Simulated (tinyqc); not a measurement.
CIS and TDHF on RHF in the sto-3g basis, for H2F+, spin multiplicity 1, step by step. One step of it, computed by the program tinyqc.

Question. TDHF (RPA) triplet states. B(ia,jb) = - (ib|ja); the squared energies are the eigenvalues of (A - B)(A + B); 1 hartree = 27.211386 eV.

CIS matrix A, triplet (hartree):
```
           1>6        1>7        2>6        2>7       3>6       3>7        4>6        4>7
1>6  25.776299   0.000000   0.005062   0.000000  0.000000  0.008165  -0.013132   0.000000
1>7   0.000000  25.798483   0.000000   0.007002  0.008165  0.000000   0.000000  -0.002814
2>6   0.005062   0.000000   1.288318   0.000000  0.000000  0.080912  -0.059807   0.000000
2>7   0.000000   0.007002   0.000000   1.365101  0.080912  0.000000   0.000000  -0.007515
3>6   0.000000   0.008165   0.000000   0.080912  0.404803  0.000000   0.000000   0.055481
3>7   0.008165   0.000000   0.080912   0.000000  0.000000  0.470989   0.055481   0.000000
4>6  -0.013132   0.000000  -0.059807   0.000000  0.000000  0.055481   0.346042   0.000000
4>7   0.000000  -0.002814   0.000000  -0.007515  0.055481  0.000000   0.000000   0.426054
5>6   0.000000   0.000000   0.000000   0.000000  0.000000  0.000000   0.000000   0.000000
5>7   0.000000   0.000000   0.000000   0.000000  0.000000  0.000000   0.000000   0.000000

          5>6       5>7
1>6  0.000000  0.000000
1>7  0.000000  0.000000
2>6  0.000000  0.000000
2>7  0.000000  0.000000
3>6  0.000000  0.000000
3>7  0.000000  0.000000
4>6  0.000000  0.000000
4>7  0.000000  0.000000
5>6  0.334221  0.000000
5>7  0.000000  0.403327
```

Two-electron integrals over orbitals (pq|rs), unique and non-zero (hartree):
```
(11|11) 5.363876    (21|11) -0.512017   (21|21) 0.077335    (22|11) 1.216413
(22|21) -0.020997   (22|22) 0.862133    (31|31) 0.017489    (32|31) 0.025653
(32|32) 0.149728    (33|11) 0.966036    (33|21) -0.008561   (33|22) 0.739322
(33|33) 0.701894    (41|11) 0.107468    (41|21) -0.014340   (41|22) 0.010309
(41|33) 0.004114    (41|41) 0.026326    (42|11) -0.092020   (42|21) 0.006378
(42|22) -0.013266   (42|33) -0.008399   (42|41) 0.030519    (42|42) 0.162120
(43|31) -0.002776   (43|32) 0.008812    (43|43) 0.049048    (44|11) 1.127276
(44|21) -0.013314   (44|22) 0.807729    (44|33) 0.686356    (44|41) -0.008518
(44|42) -0.078545   (44|44) 0.845578    (51|51) 0.029553    (52|51) 0.039574
(52|52) 0.185326    (53|53) 0.036960    (54|51) -0.007749   (54|52) -0.029075
(54|54) 0.050350    (55|11) 1.264024    (55|21) -0.014561   (55|22) 0.886443
(55|33) 0.728693    (55|41) 0.003088    (55|42) -0.051176   (55|44) 0.815419
(55|55) 0.997514    (61|11) 0.172161    (61|21) -0.027199   (61|22) 0.004298
(61|33) 0.001928    (61|41) -0.007599   (61|42) -0.018758   (61|44) 0.010555
(61|55) 0.004926    (61|61) 0.016328    (62|11) -0.242449   (62|21) 0.006361
(62|22) -0.127168   (62|33) -0.078420   (62|41) -0.017158   (62|42) -0.050834
(62|44) -0.084705   (62|55) -0.130064   (62|61) 0.006130    (62|62) 0.065920
(63|31) -0.003293   (63|32) 0.022146    (63|43) 0.020332    (63|63) 0.070786
(64|11) -0.306392   (64|21) 0.004511    (64|22) -0.168639   (64|33) -0.098109
(64|41) -0.004737   (64|42) 0.015134    (64|44) -0.169226   (64|55) -0.173794
(64|61) 0.000399    (64|62) 0.056936    (64|64) 0.092552    (65|51) -0.011255
(65|52) -0.044646   (65|54) -0.012437   (65|65) 0.021801    (66|11) 0.644266
(66|21) -0.005062   (66|22) 0.533421    (66|33) 0.521798    (66|41) 0.013132
(66|42) 0.059807    (66|44) 0.513943    (66|55) 0.514568    (66|61) -0.004778
(66|62) -0.043852   (66|64) -0.022881   (66|66) 0.520980    (71|31) 0.016013
(71|32) 0.022776    (71|43) -0.002592   (71|63) -0.002695   (71|71) 0.014672
(72|31) 0.017932    (72|32) 0.074016    (72|43) -0.018452   (72|63) -0.021706
(72|71) 0.015930    (72|72) 0.057759    (73|11) 0.432798    (73|21) -0.008037
(73|22) 0.228768    (73|33) 0.170115    (73|41) -0.000901   (73|42) -0.052975
(73|44) 0.200351    (73|55) 0.243995    (73|61) 0.004230    (73|62) -0.061279
(73|64) -0.102133   (73|66) 0.012593    (73|73) 0.168076    (74|31) -0.006160
(74|32) -0.048684   (74|43) 0.002512    (74|63) -0.048064   (74|71) -0.005745
(74|72) -0.010037   (74|74) 0.049357    (75|53) 0.025651    (75|75) 0.019455
(76|31) -0.008165   (76|32) -0.080912   (76|43) -0.055481   (76|63) -0.089529
(76|71) -0.007598   (76|72) 0.002961    (76|74) 0.064446    (76|76) 0.165396
(77|11) 0.746041    (77|21) -0.007002   (77|22) 0.580598    (77|33) 0.579570
(77|41) 0.002814    (77|42) 0.007515    (77|44) 0.557889    (77|55) 0.569420
(77|61) 0.001529    (77|62) -0.036830   (77|64) -0.030930   (77|66) 0.514227
(77|73) 0.063588    (77|77) 0.546386
```

Give: TDHF matrix B, triplet; squared energies w^2; TDHF energies from the positive w^2.

Answer.

TDHF matrix B, triplet (hartree):
```
         1>6      1>7      2>6      2>7      3>6      3>7      4>6      4>7
1>6  -0.0163   0.0000  -0.0061   0.0000   0.0000   0.0027  -0.0004   0.0000
1>7   0.0000  -0.0147   0.0000  -0.0159  -0.0042   0.0000   0.0000   0.0057
2>6  -0.0061   0.0000  -0.0659   0.0000   0.0000   0.0217  -0.0569   0.0000
2>7   0.0000  -0.0159   0.0000  -0.0578   0.0613   0.0000   0.0000   0.0100
3>6   0.0000  -0.0042   0.0000   0.0613  -0.0708   0.0000   0.0000   0.1021
3>7   0.0027   0.0000   0.0217   0.0000   0.0000  -0.1681   0.0481   0.0000
4>6  -0.0004   0.0000  -0.0569   0.0000   0.0000   0.0481  -0.0926   0.0000
4>7   0.0000   0.0057   0.0000   0.0100   0.1021   0.0000   0.0000  -0.0494
5>6   0.0000   0.0000   0.0000   0.0000   0.0000   0.0000   0.0000   0.0000
5>7   0.0000   0.0000   0.0000   0.0000   0.0000   0.0000   0.0000   0.0000

         5>6      5>7
1>6   0.0000   0.0000
1>7   0.0000   0.0000
2>6   0.0000   0.0000
2>7   0.0000   0.0000
3>6   0.0000   0.0000
3>7   0.0000   0.0000
4>6   0.0000   0.0000
4>7   0.0000   0.0000
5>6  -0.0218   0.0000
5>7   0.0000  -0.0195
```

squared energies w^2 (hartree^2): 0.0728  0.0971  0.1112  0.1623  0.2178  0.2208  1.6809  1.8739  664.4178  665.5612

TDHF energies from the positive w^2 (eV): 7.3413  8.4790  9.0753  10.9623  12.6999  12.7861  35.2799  37.2502  701.4089  702.0122
